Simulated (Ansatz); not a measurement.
The same path of CH7NSi + H2 (12 atoms, charge 0, multiplicity 1) was run twice with different band settings. Lost on the way: Si1–C2, H11–H12. Made: Si1–H11, C2–H12.

Level of theory: RKS B3LYP-D4/6-31G* in Ansatz.

Relaxed end points:

```xyz
12
Properties=species:S:1:pos:R:3
Si 0.266 -0.110 0.139
C 0.458 -0.105 2.010
H -0.517 -0.135 2.511
H 1.034 -0.975 2.343
H 0.974 0.802 2.347
H 1.590 -0.119 -0.542
H -0.418 1.166 -0.254
N -0.537 -1.570 -0.364
H -1.486 -1.740 -0.048
H -0.442 -1.855 -1.332
H -2.899 0.738 0.854
H -3.372 0.321 1.251
```

```xyz
12
Properties=species:S:1:pos:R:3
Si -0.522 0.265 -0.970
C -0.301 -0.169 3.015
H -0.178 -0.809 3.894
H -0.365 -0.784 2.113
H 0.556 0.506 2.937
H 0.788 0.810 -0.526
H -0.661 0.584 -2.425
N -0.569 -1.419 -0.535
H -1.445 -1.919 -0.633
H 0.203 -2.013 -0.815
H -1.639 0.945 -0.262
H -1.216 0.421 3.121
```

Common settings: movable images 5; climbing image yes; spring 5.0 eV/Å²; start path through a guess of the saddle point; force threshold 0.05 eV/Å; iteration limit 60; end points relaxed.

| run | optimiser | largest step |
| --- | --- | --- |
| 1 | quadratic models (default) | default |
| 2 | lbfgs | 0.5 Å |

(1) What does each run give, and how far can it be trusted?

## Answers

(1) Run 1: converged after 27 iterations, highest image 2.915 eV above the first end. Neighbouring images differ by up to 2.9 eV, so the band resolves the path poorly. A vibrational analysis at the climbing image gives one clearly imaginary mode, 1614i cm⁻¹: a first-order saddle point.
Run 2: not converged after 60 iterations, highest image 3.369 eV above the first end. The band didn't meet its force threshold, so its energies are provisional: the largest band force was still 0.22 eV/Å, and over the last iterations the top stayed at 3.38 eV.
The orbitals stay closed-shell, which can raise the energy where a bond breaks towards radicals; this wasn't checked here.
